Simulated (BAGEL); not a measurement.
# AlH2SF (SMILES [F][AlH][SH]): HF/STO-3G (density fitting with qzvpp-jkfit)

What is the energy change on altering one bond length of AlH2SF at HF/STO-3G (density fitting with qzvpp-jkfit)? 

The results are computed with BAGEL 1.2.2.

5 further runs of the same task are left out: 4 that didn't finish, 1 set aside as unsound or not needed. Runs told in other sessions of the task aren't counted.

## Step 1: The structure to begin with

AlH2SF has 5 atoms, charge 0, and is taken as a singlet. As SMILES, `[F][AlH][SH]`. The coordinates come from a PBE0-D4/def2-TZVP relaxation. This is one conformer, not always the lowest.

Bond lengths: F1–Al2 1.645 Å, Al2–S3 2.169 Å, Al2–H4 1.569 Å, S3–H5 1.345 Å. Angles: F1–Al2–S3 116.3°, F1–Al2–H4 119.8°, S3–Al2–H4 123.9°, Al2–S3–H5 91.6°.

## Step 2: A single-point energy at HF/STO-3G (density fitting with qzvpp-jkfit)

calc.json

```json
{ "bagel": [

{
  "title": "molecule",
  "basis": "sto-3g",
  "df_basis": "qzvpp-jkfit",
  "angstrom": "true",
  "geometry": [
    { "atom": "F", "xyz": [      -1.203500,      -1.535800,       0.877500 ] },
    { "atom": "Al", "xyz": [      -0.513900,      -0.309100,       0.024800 ] },
    { "atom": "S", "xyz": [       1.536100,       0.182600,       0.533500 ] },
    { "atom": "H", "xyz": [      -1.341100,       0.430400,      -1.085200 ] },
    { "atom": "H", "xyz": [       1.572300,       1.158200,      -0.392100 ] }
  ]
},

{
  "title": "hf"
},

{
  "title": "print",
  "file": "orbitals.molden",
  "orbitals": "true"
}

]}
```

Command:

```
BAGEL_NUM_THREADS=1 BAGEL calc.json > calc.out
```

Output:

```text
* using 1 threads per process

  ===============================================================
  ===============================================================

  *** Geometry ***

  { "atom" : "F", "xyz" : [     -2.274285,     -2.902241,      1.658235 ] },
  { "atom" : "Al", "xyz" : [     -0.971130,     -0.584114,      0.046865 ] },
  { "atom" : "S", "xyz" : [      2.902808,      0.345064,      1.008169 ] },
  { "atom" : "H", "xyz" : [     -2.534312,      0.813338,     -2.050731 ] },
  { "atom" : "H", "xyz" : [      2.971216,      2.188681,     -0.740962 ] },

  Number of auxiliary basis functions:      369

  Since a DF basis is specified, we compute 2- and 3-index integrals:
    o Being stored without compression. Storage requirement is 0.002 GB

  Number of basis functions:       25
  Number of electrons      :       40

    * METHOD: MOLECULE                             0.07

  *** RHF ***

  === Nuclear Repulsion ===
   130.7631620136

      * DIIS with orbital gradients will be used.

  === RHF iteration (sto-3g) ===
      0       -731.36372206          0.01868437           0.01
      1       -731.45390011          0.00412289           0.01
      2       -731.45802094          0.00084966           0.01
      3       -731.45831563          0.00015996           0.01
      4       -731.45832741          0.00005173           0.01
      5       -731.45832873          0.00000708           0.01
      6       -731.45832875          0.00000127           0.01
      7       -731.45832875          0.00000027           0.01
      8       -731.45832875          0.00000007           0.01
      9       -731.45832875          0.00000002           0.01
     10       -731.45832875          0.00000000           0.01
    * SCF iteration converged.

    * Permanent dipole moment:
           (    0.313927,    -0.306027,     0.446060) a.u.

    * METHOD: HF                                   0.14

    * METHOD: PRINT                                0.00

  ===============================================================
```

It took 0.34 s on 1 thread of Arm Neoverse V2, shared host.

## Step 3: The distorted shape at the same level

job.json

```json
{ "bagel": [

{
  "title": "molecule",
  "basis": "sto-3g",
  "df_basis": "qzvpp-jkfit",
  "angstrom": true,
  "geometry": [
    { "atom": "F", "xyz": [   -0.955342,   -1.757648,    1.210497 ] },
    { "atom": "Al", "xyz": [   -0.265742,   -0.530948,    0.357797 ] },
    { "atom": "S", "xyz": [    1.784258,   -0.039248,    0.866497 ] },
    { "atom": "H", "xyz": [   -1.341100,    0.430400,   -1.085200 ] },
    { "atom": "H", "xyz": [    1.820458,    0.936352,   -0.059103 ] }
  ]
},
{ "title": "hf" },
{ "title": "print", "file": "orbitals.molden", "orbitals": true }

]}
```

Command:

```
BAGEL_NUM_THREADS=1 BAGEL job.json > job.out
```

Output:

```text
* using 1 threads per process

  ===============================================================
  ===============================================================

  *** Geometry ***

  { "atom" : "F", "xyz" : [     -1.805335,     -3.321473,      2.287508 ] },
  { "atom" : "Al", "xyz" : [     -0.502180,     -1.003346,      0.676138 ] },
  { "atom" : "S", "xyz" : [      3.371759,     -0.074168,      1.637442 ] },
  { "atom" : "H", "xyz" : [     -2.534312,      0.813338,     -2.050731 ] },
  { "atom" : "H", "xyz" : [      3.440167,      1.769449,     -0.111688 ] },

  Number of auxiliary basis functions:      369

  Since a DF basis is specified, we compute 2- and 3-index integrals:
    o Being stored without compression. Storage requirement is 0.002 GB

  Number of basis functions:       25
  Number of electrons      :       40

    * METHOD: MOLECULE                             0.07

  *** RHF ***

  === Nuclear Repulsion ===
   129.2377650525

      * DIIS with orbital gradients will be used.

  === RHF iteration (sto-3g) ===
      0       -731.27419152          0.01938612           0.01
      1       -731.36809269          0.00492028           0.01
      2       -731.37358150          0.00096859           0.01
      3       -731.37398456          0.00016910           0.01
      4       -731.37399834          0.00005204           0.01
      5       -731.37399969          0.00001174           0.01
      6       -731.37399976          0.00000179           0.01
      7       -731.37399976          0.00000036           0.01
      8       -731.37399976          0.00000010           0.01
      9       -731.37399976          0.00000003           0.01
     10       -731.37399976          0.00000001           0.01
    * SCF iteration converged.

    * Permanent dipole moment:
           (    0.108374,    -0.187160,     0.232850) a.u.

    * METHOD: HF                                   0.15

    * METHOD: PRINT                                0.00

  ===============================================================
```

It took 0.34 s on 1 thread of Arm Neoverse V2, shared host.

## Step 4: Summary of results

At HF/STO-3G (density fitting with qzvpp-jkfit):

| quantity | value |
| --- | --- |
| first shape: total energy | -731.45833 Eh |
| first shape: dipole moment | 1.59 D |
| first shape: HOMO energy | -6.90 eV |
| first shape: LUMO energy | 9.02 eV |
| first shape: HOMO–LUMO gap | 15.92 eV |
| distorted shape: total energy | -731.37400 Eh |
| distorted shape: dipole moment | 0.81 D |
| distorted shape: HOMO energy | -7.15 eV |
| distorted shape: LUMO energy | 7.59 eV |
| distorted shape: HOMO–LUMO gap | 14.74 eV |
| energy change with the Al2–H4 bond stretched from 1.569 to 2.040 Å | 2.295 eV |

What this shows: With the Al2–H4 bond stretched from 1.569 to 2.040 Å the energy rises by 2.29 eV (53 kcal/mol). The first shape isn't relaxed at this level, so the change isn't measured from a minimum. The minimal basis adds a large error of its own.
